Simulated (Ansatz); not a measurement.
Problem. Name a neutral molecule of C, F, O and H with HOMO energy (PBE0/def2-TZVPP) between -8.45 and -8.15 eV and LUMO energy (ωB97M-V/def2-TZVPP) between 0.25 and 0.55 eV (Ansatz, PBE0-D4/def2-TZVP geometry).

Solution. `O=CC#CF` (-8.19 eV, 0.32 eV). Other molecules can fit too; these were computed, each in one conformer that needn't be the lowest.
